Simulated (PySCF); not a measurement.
**OF⁻ at other levels of theory**

Starting from one script, swap the method and compare what comes out for OF⁻.

Program: PySCF 2.14.0. Level of theory: method and basis as typed in the scripts. These are calculated values, not measurements.

9 further runs of the same task are left out: 9 that didn't finish.

## (1) The starting structure

OF⁻: 2 atoms, charge -1, spin multiplicity 1.

Bond lengths: O1–F2 1.512 Å.

## (2) The base run

input.py reads:

```python
from pyscf import gto, scf, mcscf

mol = gto.M(
    atom='O 0 0 0; F 0 0 1.512',
    basis='jorge-dzp',
    charge=-1,
    spin=0,
    symmetry=True,
    verbose=4,
)
mf = scf.RHF(mol)
mf.kernel()
mc = mcscf.CASCI(mf, 5, 6)
mc.kernel()
mc.analyze()
mf.dip_moment()
print('orbital energies (hartree):', mf.mo_energy[..., max(0, mol.nelec[1]-3):mol.nelec[0]+3].round(4))
```

Launch:

```
python input.py
```

## (3) Active space 6 electrons in 7 orbitals

Variant 1 changes active space: 6 electrons in 5 orbitals → 6 electrons in 7 orbitals.

input.py, as its differences from that of step 2:

```diff
@@ -12,3 +12,3 @@
 mf.kernel()
-mc = mcscf.CASCI(mf, 5, 6)
+mc = mcscf.CASCI(mf, 7, 6)
 mc.kernel()
```

## (4) Lc_wpbe (RKS)

Variant 2 changes functional: none (Hartree–Fock) → lc_wpbe; SCF type: RHF → RKS; step after the SCF: casci → analyze.

input.py reads:

```python
from pyscf import gto, dft

mol = gto.M(
    atom='O 0 0 0; F 0 0 1.512',
    basis='jorge-dzp',
    charge=-1,
    spin=0,
    symmetry=True,
    verbose=4,
)
mf = dft.RKS(mol, xc='lc_wpbe')
mf.kernel()
mf.analyze()
print('orbital energies (hartree):', mf.mo_energy[..., max(0, mol.nelec[1]-3):mol.nelec[0]+3].round(4))
```

## (5) MP2

Variant 3 changes step after the SCF: casci → mp2.

input.py, as its differences from that of step 2:

```diff
@@ -1,2 +1,2 @@
-from pyscf import gto, scf, mcscf
+from pyscf import gto, scf, mp
 
@@ -12,5 +12,3 @@
 mf.kernel()
-mc = mcscf.CASCI(mf, 5, 6)
-mc.kernel()
-mc.analyze()
+mp.MP2(mf).kernel()
 mf.dip_moment()
```

## (6) Wb97 (RKS)

Variant 4 changes functional: none (Hartree–Fock) → wb97; SCF type: RHF → RKS; step after the SCF: casci → analyze.

input.py reads:

```python
from pyscf import gto, dft

mol = gto.M(
    atom='O 0 0 0; F 0 0 1.512',
    basis='jorge-dzp',
    charge=-1,
    spin=0,
    symmetry=True,
    verbose=4,
)
mf = dft.RKS(mol, xc='wb97')
mf.kernel()
mf.analyze()
print('orbital energies (hartree):', mf.mo_energy[..., max(0, mol.nelec[1]-3):mol.nelec[0]+3].round(4))
```

Before running it: what results should come out? Wanted: for each run, E(SCF); from base; gap; after the SCF.

The runs gave:

```
                                   run  E(SCF) (hartree)  from base (eV)  cycles  gap (eV)                after the SCF
                                  base       -174.187655               0       9     17.83  CASCI correlation -0.949 eV
active space 6 electrons in 7 orbitals       -174.187655          0.0000       9     17.83  CASCI correlation -2.229 eV
                         lc_wpbe (RKS)       -174.872856  not comparable       9     12.13                          n/a
                                   MP2       -174.187655          0.0000       9     17.83   MP2 correlation -10.533 eV
                            wb97 (RKS)       -174.946333  not comparable       9     12.23                          n/a
```

Total energies of different functionals can't be compared with each other; differences within one functional can.
